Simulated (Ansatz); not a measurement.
Basis-set extrapolation for C$_{3}$H$_{6}$S (`C=CSC`) (PBE0-D4/def2-TZVP geometry, frozen core, Ansatz). Multiplicity 1, RHF reference.

```tsv
	def2-TZVPP	def2-QZVPP
HF	-514.655464	-514.672334
MP2 correlation	-0.680029	-0.727752
CCSD(T) correlation	-0.757568	not run
```

Energies in hartree. Use E(X) = E(∞) + A·exp(−7.88·√X) for Hartree–Fock and E(X) = E(∞) + B·X^(−2.97) for correlation, with X = 3 and 4, and add CCSD(T) minus MP2 of the smaller set to the MP2 limit.

What is the CCSD(T) energy at the basis-set limit?

HF limit: -514.672334 + (-0.016870) × 0.13774 = -514.67466. MP2 limit: -0.727752 + (-0.047723) × 0.74074 = -0.76310. Higher-order term: -0.757568 − (-0.680029) = -0.07754. Total: -515.51530 hartree, 268.5 kJ/mol below CCSD(T)/def2-TZVPP.
